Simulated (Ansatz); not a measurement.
A made-up structure of SiH$_{3}$SO, doublet:

| atom | x (Å) | y (Å) | z (Å) |
| --- | --- | --- | --- |
| Si1 | -0.2321 | 0.3812 | -0.2525 |
| O2 | 0.8922 | -0.8722 | -0.1192 |
| S3 | 0.9158 | -1.6675 | 1.2969 |
| H4 | -1.5972 | -0.1665 | -0.0817 |
| H5 | -0.0346 | 0.9174 | -1.6187 |
| H6 | 1.6693 | -0.6545 | -0.6574 |

It is relaxed with PBE-D4/def2-SVP and then PBE0-D4/def2-TZVP (Ansatz 0.2.0). Atoms count as bonded within 1.22 times the sum of their covalent radii (H–H: 0.88 Å). The end point is not checked to be a true minimum.

Problem. Does its bonding change? (Judge from chemistry; the calculation decides.)

Solution. The calculation gives: Yes. Formed: Si1–S3; broken: O2–S3.

Where it ends: The first stage lowers the energy by 1.13 eV in 22 steps. It ends as SiH₃SO ([OH][SiH2][S]):
Si1  (-0.059, -0.311, -0.421)
O2  (1.476, 0.250, -0.294)
S3  (-0.329, -2.354, 0.053)
H4  (-0.987, 0.345, 0.545)
H5  (-0.448, -0.043, -1.822)
H6  (1.961, 0.050, 0.508)
(Å)

Labels in which every atom is bracketed show which atoms are joined, not bond orders.

For scale, one of the runs: PBE0-D4/def2-TZVP relaxation, 123 basis functions, launched by `ansatz run in.yaml --threads 2 --pin off --events-out ev --progress --plain --max-ram 4352MiB`. Hardware: 2 CPU threads of an Arm Neoverse V1, shared host. Wall time about 110 s.
